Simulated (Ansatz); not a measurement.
A run on HP (`[PH]`) (triplet) with other settings.

```yaml
crystal:
  periodic: [false, false, false]
  atoms:
    - {symbol: P, position_ang: [0.000000, 0.000000, -0.014530]}
    - {symbol: H, position_ang: [-0.000000, -0.000000, 1.413600]}
basis:
  gaussian: {orbitals: pcseg-2}
magnetization: {spin_polarized: true, initial_magnetization: 2}
hamiltonian: {xc: {name: wPBEh}}
```

```sh
$ ansatz run in.yaml --threads 2 --pin off --events-out ev --progress --plain --max-ram 32768MiB --backend cpu
```

Output, abridged:

```
Functional definition: wPBEh
343 factors; their error is unknown
24 factors; integrals over basis functions are off by at most 1.3e-5 eV
mean field evaluation 1: about -9299.9094 eV, gradient 6.0e0 eV
mean field evaluation 2: about -9300.1232 eV, gradient 3.1e0 eV
mean field evaluation 4: about -9300.1834 eV, gradient 1.7e-1 eV
mean field evaluation 8: about -9300.2186 eV, gradient 3.0e-3 eV
mean field -9300.21861815 eV, -341.7767303024 hartree, gradient 2.2e-5 eV, S^2 2.007882; 0 other end points of the search recorded, 0 dependent functions left out
reference -9300.21864669 eV, -341.7767313511 hartree; 9, 7 occupied and 39, 41 virtual orbitals, 343 factors
Total energy: -9300.21864669 eV, -341.7767313511 hartree
```

Run time 0.66 s (2 threads of an AMD EPYC 7R13 on a shared host); peak host memory 0.11 GiB.
